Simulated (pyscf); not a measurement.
H₂Si=PH + PH₃ → H₂P–SiH₂–PH₂ (addition across a multiple bond or ene-type step; singlet surface; H–P broken, H–P, P–Si formed). Optimised with ωB97X-D3(BJ)/def2-SVP in PySCF. MP2 and CC: frozen core, UHF for open shells. ΔMP2 is the change of the MP2 total energy from the triple- to the quadruple-zeta basis. Energies in eV from the separated reactants.

| level | barrier | reaction energy |
|---|---|---|
| ωB97X-D3(BJ)/def2-TZVP | 0.92 | -1.97 |
| PBE/def2-TZVP | 0.67 | -1.61 |
| PBE0-D3(BJ)/def2-TZVP | 0.69 | -1.84 |
| M06-2X/def2-TZVP | 0.95 | -1.67 |
| MP2/def2-QZVPP | 0.89 | -1.72 |
| CCSD/def2-TZVPP | 1.25 | -1.63 |
| CCSD(T)/def2-TZVPP + ΔMP2(QZVPP) | 1.06 | -1.63 |

Of the functionals in the table, M06-2X is closest to CCSD(T)/def2-TZVPP + ΔMP2(QZVPP) in the barrier (0.11 eV apart) and PBE least close (0.39 eV); that level has limits of its own. On the reactant side the descent ends in a complex (not fully relaxed), 0.31 eV under the separated species and 1.23 eV under the saddle at ωB97X-D3(BJ)/def2-TZVP. At the saddle there is also a short H–Si contact that neither side keeps. This is the saddle that the search found; another between the same sides may lie lower. The CCSD(T) − MP2 part came from Ansatz, without density fitting, on the same reference.
